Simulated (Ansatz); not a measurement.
B–BH–F, triplet: reading a ladder of total energies

Geometry: a PBE0/def2-TZVP stationary point for this spin, not checked as a minimum.

```yaml
atoms:
  - { symbol: B, position_ang: [0.0000, -0.2860, 1.6155] }
  - { symbol: B, position_ang: [0.0000, 0.4445, 0.1548] }
  - { symbol: F, position_ang: [0.0000, -0.1777, -1.0181] }
  - { symbol: H, position_ang: [0.0000, 1.6488, 0.2021] }
```

Basis cc-pVDZ; Ansatz 0.2.0. Correlated methods freeze the noble-gas cores, which leaves 14 electrons in 44 orbitals. Prefix R: restricted or restricted open-shell reference; prefix U: unrestricted.

Full CI isn't at hand for all of this; UCCSDT(Q) serves as the reference, and is uncertain by about the last step of the cluster series.

Runs differ by some tens of microhartree through their thresholds and, for an open shell, their frozen cores, so steps under 0.03 kcal/mol mean nothing.

```tsv
level	total energy (hartree)
UHF	-149.310994
UMP2	-149.609757
UCCSD	-149.636139
UCCSD(T)	-149.643756
UCCSDT	-149.644962
UCCSDT(Q)	-149.645593
```

Problem. What is the correlation energy at UCCSDT(Q), and what share of it do UMP2 and UCCSDT recover?

Solution. E(corr) = -149.645593 − (-149.310994) = -0.334599 hartree = -9.105 eV. UMP2: -0.298763 / -0.334599 = 89.29 %. UCCSDT: -0.333968 / -0.334599 = 99.81 %.

Problem. By how many kcal/mol does UCCSD(T) miss UCCSDT(Q) (1 hartree = 627.509 kcal/mol), and which steps make up the rest?

Solution. -149.643756 − (-149.645593) = 0.001837 hartree = 1.15 kcal/mol. Steps: UCCSDT − UCCSD(T) = -0.76, UCCSDT(Q) − UCCSDT = -0.40 kcal/mol. Differences between like states or geometries often cancel part of this.
